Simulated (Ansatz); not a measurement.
Species: formic acid, CH2O2, charge 0, multiplicity 1. 
Coordinates optimised at B3LYP-D3(BJ)/def2-TZVP (Ansatz, a program for electronic structure):
```xyz
5

O     -1.0316    -0.4355    -0.0191
C      0.0042     0.4206     0.0039
O      1.1586     0.1057     0.0179
H     -0.6697    -1.3375    -0.0221
H     -0.3712     1.4518     0.0079
```
Charge 0, spin multiplicity 1.

Property: atomisation energy (electronic, to ground-state atoms), in eV. Valence correlation only, unless marked. UHF or UKS for open shells. Spin-orbit coupling is left out. No relativistic terms. The coupled-cluster limit lacks core correlation, which all-electron functionals hold. CBS(X,Y): correlation extrapolated as X^-3; Hartree-Fock from the larger set.

```csv
level,program,atomisation energy (eV)
PBE/def2-TZVPD,Ansatz,22.60
revPBE-D4/def2-TZVPD,Ansatz + dftd4,21.87
```

**Question.** Predict the CCSD(T)/CBS(cc-pVTZ,cc-pVQZ) result (Ansatz).

**Answer.** 21.70 eV, so revPBE-D4/def2-TZVPD differs from it by 0.17 eV.
